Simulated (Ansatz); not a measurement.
C3H9OP, SMILES `CP(C)(C)=O`, relaxed with RKS PBE-D4/def2-SVP in Ansatz from a rough embedded geometry. The force threshold is 0.03 eV/Å; the program also tests the step.

The species carries charge 0 and has multiplicity 1.

Start:

```xyz
14

C     0.751    1.504   -0.142
P     0.436   -0.239    0.333
C    -1.195   -0.222    1.170
C     0.157   -1.125   -1.248
O     1.506   -0.824    1.150
H     0.860    2.086    0.771
H    -0.049    1.915   -0.750
H     1.691    1.539   -0.689
H    -1.091    0.339    2.096
H    -1.459   -1.249    1.414
H    -1.969    0.223    0.551
H    -0.638   -0.678   -1.835
H    -0.088   -2.159   -1.014
H     1.089   -1.110   -1.810
```

(1) By how much does the energy fall, and how many steps does the optimiser take? (An estimate is asked.)

(2) Which bonds change most? (An estimate is asked.)

(3) Give the relaxed structure. (An estimate is asked.)

Answers

(1) Ansatz gave: 12.82 kJ/mol, in 3 steps.

(2) Ansatz gave: P2–O5 from 1.468 to 1.513 Å; C4–H12 from 1.085 to 1.108 Å; C1–H7 from 1.085 to 1.108 Å; C3–H11 from 1.085 to 1.108 Å.

(3) Ansatz gave: 
```xyz
14

C     0.749    1.498   -0.140
P     0.452   -0.247    0.345
C    -1.191   -0.222    1.165
C     0.157   -1.121   -1.243
O     1.554   -0.851    1.188
H     0.863    2.105    0.780
H    -0.072    1.914   -0.758
H     1.700    1.549   -0.706
H    -1.104    0.354    2.108
H    -1.472   -1.262    1.422
H    -1.978    0.228    0.528
H    -0.655   -0.659   -1.839
H    -0.099   -2.176   -1.022
H     1.097   -1.111   -1.829
```
